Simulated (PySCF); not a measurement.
# N, N⁺: ionisation energy in cc-pVDZ

Aim: the ionisation energy of nitrogen from differences of total energies, at each level of theory, and how far each lands from the tabulated value where there is one.

The numbers are computed with PySCF 2.14.0 (unrestricted determinants in a Gaussian basis, no spin-orbit coupling in the energies), except any that are marked as measured or tabulated.

## Step 1: What is computed

| Property | Result |
| --- | --- |
| Element | nitrogen (Z = 7) |
| Basis | cc-pVDZ |
| Hamiltonian | the non-relativistic Hamiltonian (point nucleus) |
| State 1 | N: [He] 2s2 2p3, high-spin 4S determinant |
| State 2 | N⁺: [He] 2s2 2p2, high-spin 3P determinant |
| Methods | UHF, TPSS, B3LYP, MP2, CCSD(T) |
| Core shells frozen in the correlated runs | valence: 1s2 (for N) |

The outer shells:

N [He] 2s2 2p3
```
[He] core
2s [↑↓]
2p [↑ ][↑ ][↑ ]
```

N+ [He] 2s2 2p2
```
[He] core
2s [↑↓]
2p [↑ ][↑ ][  ]
```

One driver process ran all states and methods and kept the integrals in memory. Each run is shown as a PySCF script that sums up its settings (the driver passes frozen orbitals as a list and adds second-order terms of double hybrids); the logs are those of the runs themselves. The driver starts from symmetry-adapted Hartree-Fock orbitals, holds the occupation by maximum overlap and uses a logarithmic radial grid for functionals, so a plain start would take other cycles.

It was started by

```sh
OMP_NUM_THREADS=1 python atomrun2.py TASK.json OUT
```

The integrals over 14 functions and the set-up took 0.03 s of CPU time.

## Step 2: N, method by method

**UHF**

input.py reads:

```python
from pyscf import gto, scf, dft, mp, cc
import basis_set_exchange as bse
mol = gto.M(atom="N 0 0 0", charge=0, spin=3, symmetry="D2h",
            basis=gto.basis.parse(bse.get_basis("cc-pVDZ", elements=["N"], fmt="nwchem", header=False)))
mf = scf.UHF(mol)
mf.irrep_nelec = {'Ag': (2, 2), 'B1u': (1, 0), 'B2u': (1, 0), 'B3u': (1, 0)}
mf.kernel()
```

Standard output:

```text
damping factor = 0
level_shift factor = 0
DIIS = <class 'pyscf.scf.diis.CDIIS'>
diis_start_cycle = 1
diis_space = 10
diis_damp = 0
SCF conv_tol = 1e-09
SCF conv_tol_grad = None
number electrons alpha = 5  beta = 2
cycle= 1 E= -54.3911145621997  delta_E= -2.86e-12  |g|= 4.39e-07  |ddm|= 8.32e-06
converged SCF energy = -54.3911145621997  <S^2> = 3.7540306  2S+1 = 4.0020148
```

Time after the integrals: 0.05 s (1 thread of Neoverse-V1, shared host).

Orbital energies by shell (radii are means over both spins):

| shell | electrons | mean orbital energy (eV) | spread (eV) | rms radius (bohr) |
| --- | --- | --- | --- | --- |
| 1s α | 1 | -426.38 | 0 | 0.265 |
| 1s β | 1 | -423.90 | 0 | 0.265 |
| 2s α | 1 | -31.500 | 0 | 1.47 |
| 2s β | 1 | -19.724 | 0 | 1.47 |
| 2p α | 3 | -15.344 | 0 | 1.57 |

⟨S²⟩ = 3.754, ⟨L²⟩ = 0.00.

**TPSS**

Changes to input.py:

```diff
@@ -4,3 +4,3 @@
             basis=gto.basis.parse(bse.get_basis("cc-pVDZ", elements=["N"], fmt="nwchem", header=False)))
-mf = scf.UHF(mol)
+mf = dft.UKS(mol, xc="TPSS")
 mf.irrep_nelec = {'Ag': (2, 2), 'B1u': (1, 0), 'B2u': (1, 0), 'B3u': (1, 0)}
```

Standard output:

```text
damping factor = 0
level_shift factor = 0
DIIS = <class 'pyscf.scf.diis.CDIIS'>
diis_start_cycle = 1
diis_space = 10
diis_damp = 0
SCF conv_tol = 1e-09
SCF conv_tol_grad = None
number electrons alpha = 5  beta = 2
XC functionals = TPSS
    J. Tao, J. P. Perdew, V. N. Staroverov, and G. E. Scuseria.,  Phys. Rev. Lett. 91, 146401 (2003)
    J. P. Perdew, J. Tao, V. N. Staroverov, and G. E. Scuseria.,  J. Chem. Phys. 120, 6898 (2004)
    J. Tao, J. P. Perdew, V. N. Staroverov, and G. E. Scuseria.,  Phys. Rev. Lett. 91, 146401 (2003)
    J. P. Perdew, J. Tao, V. N. Staroverov, and G. E. Scuseria.,  J. Chem. Phys. 120, 6898 (2004)
cycle= 1 E= -54.5991855314263  delta_E= -0.000473  |g|= 0.00296  |ddm|= 0.0952
cycle= 2 E= -54.5991906921524  delta_E= -5.16e-06  |g|= 0.00167  |ddm|= 0.0135
cycle= 3 E= -54.5991921676273  delta_E= -1.48e-06  |g|= 0.00019  |ddm|= 0.00513
cycle= 4 E= -54.5991921928788  delta_E= -2.53e-08  |g|= 1.53e-06  |ddm|= 0.000665
cycle= 5 E= -54.5991921928804  delta_E= -1.6e-12  |g|= 4.31e-09  |ddm|= 5.07e-06
converged SCF energy = -54.5991921928804  <S^2> = 3.7520582  2S+1 = 4.001029
```

Time after the integrals: 0.16 s (1 thread of Neoverse-V1, shared host).

**B3LYP**

Changes to input.py:

```diff
@@ -4,3 +4,3 @@
             basis=gto.basis.parse(bse.get_basis("cc-pVDZ", elements=["N"], fmt="nwchem", header=False)))
-mf = dft.UKS(mol, xc="TPSS")
+mf = dft.UKS(mol, xc="B3LYP")
 mf.irrep_nelec = {'Ag': (2, 2), 'B1u': (1, 0), 'B2u': (1, 0), 'B3u': (1, 0)}
```

Standard output:

```text
damping factor = 0
level_shift factor = 0
DIIS = <class 'pyscf.scf.diis.CDIIS'>
diis_start_cycle = 1
diis_space = 10
diis_damp = 0
SCF conv_tol = 1e-09
SCF conv_tol_grad = None
number electrons alpha = 5  beta = 2
XC functionals = B3LYP
    P. J. Stephens, F. J. Devlin, C. F. Chabalowski, and M. J. Frisch.,  J. Phys. Chem. 98, 11623 (1994)
cycle= 1 E= -54.5891206056564  delta_E= -0.000696  |g|= 0.00507  |ddm|= 0.104
cycle= 2 E= -54.5891325208306  delta_E= -1.19e-05  |g|= 0.00274  |ddm|= 0.0224
cycle= 3 E= -54.5891364637245  delta_E= -3.94e-06  |g|= 0.000175  |ddm|= 0.00788
cycle= 4 E= -54.5891364879711  delta_E= -2.42e-08  |g|= 4.34e-06  |ddm|= 0.000843
cycle= 5 E= -54.5891364879812  delta_E= -1.02e-11  |g|= 4.74e-08  |ddm|= 1.82e-05
converged SCF energy = -54.5891364879812  <S^2> = 3.7519465  2S+1 = 4.0009731
```

It took 0.09 s on 1 thread of Neoverse-V1, shared host, the integrals not counted.

**MP2 (valence)**

Changes to input.py:

```diff
@@ -4,4 +4,5 @@
             basis=gto.basis.parse(bse.get_basis("cc-pVDZ", elements=["N"], fmt="nwchem", header=False)))
-mf = dft.UKS(mol, xc="B3LYP")
+mf = scf.UHF(mol)
 mf.irrep_nelec = {'Ag': (2, 2), 'B1u': (1, 0), 'B2u': (1, 0), 'B3u': (1, 0)}
 mf.kernel()
+mp.UMP2(mf, frozen=1).kernel()
```

No log was kept for this step.

Time after the integrals: 0.01 s (1 thread of Neoverse-V1, shared host).

With 5 electrons correlated, the MP2 correlation energy is -0.07074 hartree (-0.02142 same spin, -0.04932 opposite spin); the SCS form gives -0.06632. Largest pairs of shells: 2s-2p -0.0452, 2p-2p -0.0177, 2s-2s -0.0079.

**CCSD(T) (valence)**

Changes to input.py:

```diff
@@ -7,2 +7,3 @@
 mf.kernel()
-mp.UMP2(mf, frozen=1).kernel()
+mycc = cc.CCSD(mf, frozen=1).run()
+mycc.ccsd_t()
```

Standard output:

```text
CC2 = 0
CCSD nocc = (np.int64(4), np.int64(1)), nmo = (13, 13)
frozen orbitals [[0], [0]]
max_cycle = 100
direct = 0
conv_tol = 1e-08
conv_tol_normt = 1e-06
diis_space = 8
diis_start_cycle = 0
Init t2, MP2 energy = -0.0707405307243577
Init E_corr(UCCSD) = -0.0707405307244532
cycle = 1  E_corr(UCCSD) = -0.0833725020678086  dE = -0.0126319713  norm(t1,t2) = 0.0280025
cycle = 2  E_corr(UCCSD) = -0.0858636960453803  dE = -0.00249119398  norm(t1,t2) = 0.00799674
cycle = 3  E_corr(UCCSD) = -0.0867903817824098  dE = -0.000926685737  norm(t1,t2) = 0.00301921
cycle = 4  E_corr(UCCSD) = -0.0867570955747073  dE = 3.32862077e-05  norm(t1,t2) = 0.00050165
cycle = 5  E_corr(UCCSD) = -0.0867598207581751  dE = -2.72518347e-06  norm(t1,t2) = 9.3975e-05
cycle = 6  E_corr(UCCSD) = -0.0867597198875487  dE = 1.00870626e-07  norm(t1,t2) = 1.42297e-05
cycle = 7  E_corr(UCCSD) = -0.0867598644108158  dE = -1.44523267e-07  norm(t1,t2) = 8.94038e-07
cycle = 8  E_corr(UCCSD) = -0.0867598270752872  dE = 3.73355287e-08  norm(t1,t2) = 1.30608e-07
cycle = 9  E_corr(UCCSD) = -0.0867598322963283  dE = -5.2210411e-09  norm(t1,t2) = 2.47208e-08
UCCSD converged
E(UCCSD) = -54.47787439449599  E_corr = -0.08675983229632826
UCCSD(T) correction = -0.000627349363232792
```

It took 0.08 s on 1 thread of Neoverse-V1, shared host, the integrals not counted.

CCSD correlation -0.08676 hartree, triples -0.00063; total -54.478502. T1 = 0.004, largest double amplitude 0.040.

Radial density 4πr²ρ of N at UHF:

```csv
r (bohr),density,spin density
0.00476,0.0548,0.000
0.00801,0.149,0.000
0.0135,0.389,0.001
0.0227,0.969,0.001
0.0381,2.21,0.004
0.0641,4.37,0.009
0.108,6.77,0.027
0.181,7.10,0.105
0.305,4.16,0.407
0.513,2.26,1.147
0.863,3.39,1.984
1.45,2.73,1.543
2.44,0.667,0.405
4.11,0.0253,0.021
```

## Step 3: N⁺

**UHF**

input.py reads:

```python
from pyscf import gto, scf, dft, mp, cc
import basis_set_exchange as bse
mol = gto.M(atom="N 0 0 0", charge=1, spin=2, symmetry="D2h",
            basis=gto.basis.parse(bse.get_basis("cc-pVDZ", elements=["N"], fmt="nwchem", header=False)))
mf = scf.UHF(mol)
mf.irrep_nelec = {'Ag': (2, 2), 'B1u': (1, 0), 'B2u': (1, 0)}
mf.kernel()
```

Standard output:

```text
damping factor = 0
level_shift factor = 0
DIIS = <class 'pyscf.scf.diis.CDIIS'>
diis_start_cycle = 1
diis_space = 10
diis_damp = 0
SCF conv_tol = 1e-09
SCF conv_tol_grad = None
number electrons alpha = 4  beta = 2
cycle= 1 E= -53.8802683644222  delta_E= -0.00319  |g|= 0.0213  |ddm|= 0.0499
cycle= 2 E= -53.8804559382207  delta_E= -0.000188  |g|= 0.00519  |ddm|= 0.0122
cycle= 3 E= -53.8804678964444  delta_E= -1.2e-05  |g|= 7.01e-05  |ddm|= 0.00398
cycle= 4 E= -53.88046789996  delta_E= -3.52e-09  |g|= 1.67e-05  |ddm|= 0.000273
cycle= 5 E= -53.8804679002051  delta_E= -2.45e-10  |g|= 1.81e-06  |ddm|= 9.88e-05
converged SCF energy = -53.8804679002051  <S^2> = 2.0055469  2S+1 = 3.0036956
```

Time after the integrals: 0.05 s (1 thread of Neoverse-V1, shared host).

Orbital energies by shell (radii are means over both spins):

| shell | electrons | mean orbital energy (eV) | spread (eV) | rms radius (bohr) |
| --- | --- | --- | --- | --- |
| 1s α | 1 | -444.48 | 0 | 0.265 |
| 1s β | 1 | -442.42 | 0 | 0.265 |
| 2s α | 1 | -44.208 | 0 | 1.39 |
| 2s β | 1 | -35.650 | 0 | 1.39 |
| 2p α | 2 | -30.373 | 0 | 1.40 |

⟨S²⟩ = 2.006, ⟨L²⟩ = 2.01.

**TPSS**

Changes to input.py:

```diff
@@ -4,3 +4,3 @@
             basis=gto.basis.parse(bse.get_basis("cc-pVDZ", elements=["N"], fmt="nwchem", header=False)))
-mf = scf.UHF(mol)
+mf = dft.UKS(mol, xc="TPSS")
 mf.irrep_nelec = {'Ag': (2, 2), 'B1u': (1, 0), 'B2u': (1, 0)}
```

Standard output:

```text
damping factor = 0
level_shift factor = 0
DIIS = <class 'pyscf.scf.diis.CDIIS'>
diis_start_cycle = 1
diis_space = 10
diis_damp = 0
SCF conv_tol = 1e-09
SCF conv_tol_grad = None
number electrons alpha = 4  beta = 2
XC functionals = TPSS
    J. Tao, J. P. Perdew, V. N. Staroverov, and G. E. Scuseria.,  Phys. Rev. Lett. 91, 146401 (2003)
    J. P. Perdew, J. Tao, V. N. Staroverov, and G. E. Scuseria.,  J. Chem. Phys. 120, 6898 (2004)
    J. Tao, J. P. Perdew, V. N. Staroverov, and G. E. Scuseria.,  Phys. Rev. Lett. 91, 146401 (2003)
    J. P. Perdew, J. Tao, V. N. Staroverov, and G. E. Scuseria.,  J. Chem. Phys. 120, 6898 (2004)
cycle= 1 E= -54.0636684180608  delta_E= -0.00205  |g|= 0.00727  |ddm|= 0.131
cycle= 2 E= -54.0636943867127  delta_E= -2.6e-05  |g|= 0.00102  |ddm|= 0.0127
cycle= 3 E= -54.063694874678  delta_E= -4.88e-07  |g|= 0.000284  |ddm|= 0.00354
cycle= 4 E= -54.0636949205614  delta_E= -4.59e-08  |g|= 2.91e-06  |ddm|= 0.00108
cycle= 5 E= -54.0636949205669  delta_E= -5.51e-12  |g|= 9.81e-08  |ddm|= 1.73e-05
converged SCF energy = -54.0636949205669  <S^2> = 2.002357  2S+1 = 3.0015709
```

It took 0.15 s on 1 thread of Neoverse-V1, shared host, the integrals not counted.

**B3LYP**

Changes to input.py:

```diff
@@ -4,3 +4,3 @@
             basis=gto.basis.parse(bse.get_basis("cc-pVDZ", elements=["N"], fmt="nwchem", header=False)))
-mf = dft.UKS(mol, xc="TPSS")
+mf = dft.UKS(mol, xc="B3LYP")
 mf.irrep_nelec = {'Ag': (2, 2), 'B1u': (1, 0), 'B2u': (1, 0)}
```

Standard output:

```text
damping factor = 0
level_shift factor = 0
DIIS = <class 'pyscf.scf.diis.CDIIS'>
diis_start_cycle = 1
diis_space = 10
diis_damp = 0
SCF conv_tol = 1e-09
SCF conv_tol_grad = None
number electrons alpha = 4  beta = 2
XC functionals = B3LYP
    P. J. Stephens, F. J. Devlin, C. F. Chabalowski, and M. J. Frisch.,  J. Phys. Chem. 98, 11623 (1994)
cycle= 1 E= -54.0536015390718  delta_E= -0.00182  |g|= 0.00669  |ddm|= 0.118
cycle= 2 E= -54.053623089531  delta_E= -2.16e-05  |g|= 0.000876  |ddm|= 0.0133
cycle= 3 E= -54.0536234593424  delta_E= -3.7e-07  |g|= 0.000125  |ddm|= 0.00243
cycle= 4 E= -54.0536234680744  delta_E= -8.73e-09  |g|= 1.86e-06  |ddm|= 0.000482
cycle= 5 E= -54.0536234680762  delta_E= -1.76e-12  |g|= 5.96e-08  |ddm|= 8.56e-06
converged SCF energy = -54.0536234680762  <S^2> = 2.0021214  2S+1 = 3.0014139
```

Time after the integrals: 0.09 s (1 thread of Neoverse-V1, shared host).

**MP2 (valence)**

Changes to input.py:

```diff
@@ -4,4 +4,5 @@
             basis=gto.basis.parse(bse.get_basis("cc-pVDZ", elements=["N"], fmt="nwchem", header=False)))
-mf = dft.UKS(mol, xc="B3LYP")
+mf = scf.UHF(mol)
 mf.irrep_nelec = {'Ag': (2, 2), 'B1u': (1, 0), 'B2u': (1, 0)}
 mf.kernel()
+mp.UMP2(mf, frozen=1).kernel()
```

No log was kept for this step.

It took 0.01 s on 1 thread of Neoverse-V1, shared host, the integrals not counted.

With 4 electrons correlated, the MP2 correlation energy is -0.05390 hartree (-0.00864 same spin, -0.04527 opposite spin); the SCS form gives -0.05720. Largest pairs of shells: 2s-2p -0.0315, 2s-2s -0.0172, 2p-2p -0.0052.

**CCSD(T) (valence)**

Changes to input.py:

```diff
@@ -7,2 +7,3 @@
 mf.kernel()
-mp.UMP2(mf, frozen=1).kernel()
+mycc = cc.CCSD(mf, frozen=1).run()
+mycc.ccsd_t()
```

Standard output:

```text
CC2 = 0
CCSD nocc = (np.int64(3), np.int64(1)), nmo = (13, 13)
frozen orbitals [[0], [0]]
max_cycle = 100
direct = 0
conv_tol = 1e-08
conv_tol_normt = 1e-06
diis_space = 8
diis_start_cycle = 0
Init t2, MP2 energy = -0.0539045400004656
Init E_corr(UCCSD) = -0.0539045400020945
cycle = 1  E_corr(UCCSD) = -0.0681599798211589  dE = -0.0142554398  norm(t1,t2) = 0.04139
cycle = 2  E_corr(UCCSD) = -0.0726275618857082  dE = -0.00446758206  norm(t1,t2) = 0.0179559
cycle = 3  E_corr(UCCSD) = -0.0758266827699267  dE = -0.00319912088  norm(t1,t2) = 0.00881611
cycle = 4  E_corr(UCCSD) = -0.0757474838544351  dE = 7.91989155e-05  norm(t1,t2) = 0.00105418
cycle = 5  E_corr(UCCSD) = -0.0757599936777694  dE = -1.25098233e-05  norm(t1,t2) = 0.000145889
cycle = 6  E_corr(UCCSD) = -0.0757551373745596  dE = 4.85630321e-06  norm(t1,t2) = 1.95411e-05
cycle = 7  E_corr(UCCSD) = -0.0757572315027999  dE = -2.09412824e-06  norm(t1,t2) = 4.72281e-06
cycle = 8  E_corr(UCCSD) = -0.0757566089390998  dE = 6.225637e-07  norm(t1,t2) = 1.70694e-06
cycle = 9  E_corr(UCCSD) = -0.0757566015366683  dE = 7.40243146e-09  norm(t1,t2) = 1.24039e-07
UCCSD converged
E(UCCSD) = -53.95622450174176  E_corr = -0.07575660153666833
UCCSD(T) correction = -0.00075380955310657
```

It took 0.09 s on 1 thread of Neoverse-V1, shared host, the integrals not counted.

CCSD correlation -0.07576 hartree, triples -0.00075; total -53.956978. T1 = 0.006, largest double amplitude 0.124.

Radial density 4πr²ρ of N⁺ at UHF:

```
r (bohr)  density  spin density
 0.00476   0.0550         0.000
 0.00801    0.149         0.000
  0.0135    0.390         0.000
  0.0227    0.972         0.001
  0.0381     2.22         0.003
  0.0641     4.38         0.008
   0.108     6.80         0.023
   0.181     7.11         0.090
   0.305     4.10         0.344
   0.513     2.12         0.946
   0.863     3.12         1.547
    1.45     2.18         1.015
    2.44    0.360         0.164
    4.11   0.0105         0.007
```

## Step 4: How the shells move

Highest occupied Hartree-Fock shell of each state: N 2p α at -15.344 eV; N⁺ 2p α at -30.373 eV.

## Step 5: The energy differences

Ionisation energy: N [He] 2s2 2p3 (4S) → N⁺ [He] 2s2 2p2 (3P).

```csv
method,value (eV),error (eV),"CPU time, both states (s)"
UHF,13.895,-0.650,0.1
TPSS,14.572,+0.026,0.31
B3LYP,14.572,+0.027,0.18
MP2 (valence),14.354,-0.192,0.1
SCS-MP2 (valence),14.144,-0.402,0.1
CCSD (valence),14.195,-0.350,
CCSD(T) (valence),14.191,-0.354,0.27
```

Reference: 14.545 eV (measured; NIST levels, between the centres of gravity of the two terms). Errors of the correlated levels include the incompleteness of this basis.

Times are CPU seconds on a shared host without the integrals; correlated rows include their Hartree-Fock run, whose time holds the symmetry-adapted start and any spin-orbit constants, while functionals begin from orbitals already made.

## Step 6: Outcome

| quantity | value |
| --- | --- |
| ionisation energy, N | UHF 13.895, CCSD(T) (valence) 14.191 eV; reference 14.545 |

Accuracy against cost (mean over 1 difference):

| method | mean absolute miss against the measured value (with the measured fine structure taken into account where it is known) (eV) | CPU time, both states (s) |
| --- | --- | --- |
| UHF | 0.650 | 0.1 |
| TPSS | 0.026 | 0.31 |
| B3LYP | 0.027 | 0.18 |
| MP2 (valence) | 0.192 | 0.1 |
| SCS-MP2 (valence) | 0.402 | 0.1 |
| CCSD (valence) | 0.350 |  |
| CCSD(T) (valence) | 0.354 | 0.27 |

What this shows: TPSS lands nearest to the measured value (off by 0.03 eV), level with B3LYP; UHF misses by most (0.65 eV). Hartree-Fock falls short because the species with more electrons holds more correlation energy, which it lacks. The basis is finite, and no extrapolation was made. The dearest level timed, TPSS, costs 3.1 times the cheapest, UHF, and differs from the measured value (with the measured fine structure taken into account where it is known) by 0.03 against 0.65 eV.
